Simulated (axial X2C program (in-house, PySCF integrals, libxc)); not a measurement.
# Levels of AlF⁺ by electron attachment to AlF²⁺ (EOM-EA-CCSD)

Computed with an axial X2C code built on PySCF integrals: two-component X2C with atomic mean-field Coulomb and Gaunt terms, Gaussian nuclei, basis Al dyall-av3z, F dyall-av3z with contracted cores.

R = 1.612 Å (near the PBE0 minimum at charge 1 of the determinant lowest at the starting distance; the state shown can have its own minimum elsewhere).

Hartree–Fock spinors of AlF²⁺ (one of each Kramers pair; a window near the gap, which can cut inner shells):

```json
{"ω": "1/2", "occupied": "yes", "ε (eV)": "-32.03", "character": "83% F p, 9% Al s, 3% F s"}
{"ω": "1/2", "occupied": "yes", "ε (eV)": "-31.04", "character": "89% F p, 4% Al d, 4% Al p"}
{"ω": "3/2", "occupied": "yes", "ε (eV)": "-31.00", "character": "89% F p, 4% Al d, 4% Al p"}
{"ω": "1/2", "occupied": "no", "ε (eV)": "-18.25", "character": "57% Al s, 27% Al p, 12% F p"}
{"ω": "1/2", "occupied": "no", "ε (eV)": "-12.75", "character": "79% Al p, 11% Al d, 7% F p"}
{"ω": "3/2", "occupied": "no", "ε (eV)": "-12.74", "character": "79% Al p, 11% Al d, 7% F p"}
{"ω": "1/2", "occupied": "no", "ε (eV)": "-10.00", "character": "42% Al d, 42% Al p, 8% F s"}
{"ω": "1/2", "occupied": "no", "ε (eV)": "-7.34", "character": "77% Al s, 20% Al p"}
{"ω": "5/2", "occupied": "no", "ε (eV)": "-6.81", "character": "97% Al d"}
```

Levels of AlF⁺ obtained by attaching an electron to AlF²⁺:

```json
{"Ω": "1/2", "binding energy (eV)": "18.398", "above lowest (cm⁻¹)": "0", "attached spinor": "57% Al sσ, 26% Al pσ, 12% F pσ", "one-particle weight": "0.99"}
{"Ω": "1/2", "binding energy (eV)": "13.003", "above lowest (cm⁻¹)": "43515", "attached spinor": "79% Al pπ, 10% Al dπ, 7% F pπ", "one-particle weight": "0.98"}
{"Ω": "3/2", "binding energy (eV)": "12.989", "above lowest (cm⁻¹)": "43630", "attached spinor": "79% Al pπ, 10% Al dπ, 7% F pπ", "one-particle weight": "0.98"}
{"Ω": "1/2", "binding energy (eV)": "10.408", "above lowest (cm⁻¹)": "64445", "attached spinor": "43% Al pσ, 39% Al dσ, 9% F sσ", "one-particle weight": "0.96"}
```

**Question.** Take the first Ω = 1/2 and Ω = 3/2 rows of π character: how far apart are they, and which lies lower?

**Answer.** E(3/2) − E(1/2) = 43630 − 43515 = 115 cm⁻¹ at EOM-EA-CCSD: regular, Ω = 1/2 lower. Splittings at this level can be off by ten to twenty per cent.

This point took 13 s on 1 thread of Intel(R) Xeon(R) Processor @ 2.30GHz, on a shared host.

Reference electrons by ω block (each with its −ω partner): 1/2: 8, 3/2: 2. 8 electrons of AlF²⁺ correlated (inner shells frozen), 92 natural virtual spinors (a truncated set); levels can be off by some tenths of an eV. Roots sought by Ω: (1/2: 5, 3/2: 4, 5/2: 2, 7/2: 1); rows need 60 % one-particle weight and stop where some Ω has no more roots. Missing are any skipped roots, higher Ω and states of a further excitation; these come out far too high here and may in truth be low or lowest. T1 of the reference 0.026 (Lee–Taylor). The reference was not checked to be the lowest state of its species. Number of frozen shells: Al 2 s, 1 p; F 1 s. Large amplitudes in the reference (orbital relaxation or multireference character) lower the reliability.
